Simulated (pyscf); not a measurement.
PySCF, gas phase, ωB97X-D3(BJ)/def2-SVP geometries. Correlated levels are frozen-core, on RHF or UHF. ΔMP2 is the change of the MP2 total energy from the triple- to the quadruple-zeta basis.

Question: F–CH(F)–Cl → HF + F–C:–Cl [singlet]
Surface: singlet. Broken: C–F, C–H. Formed: F–H. Give ΔE‡ and ΔE from CCSD(T)/def2-TZVPP + ΔMP2(QZVPP), relative to the reactant's lowest minimum found.

Answer: ΔE‡ = 76.2 kcal/mol, ΔE = +60.8 kcal/mol. Zero-point energy shifts the barrier by -4.4 kcal/mol. It is a 1,1-elimination, with an imaginary mode of 1273i cm⁻¹. On the product side the descent ends in a complex, 8.0 kcal/mol under the separated species and 19.1 kcal/mol under the saddle at ωB97X-D3(BJ)/def2-TZVP. This is the saddle that the search found; another between the same sides may lie lower. The CCSD(T) − MP2 part came from Ansatz, without density fitting, on the same reference.
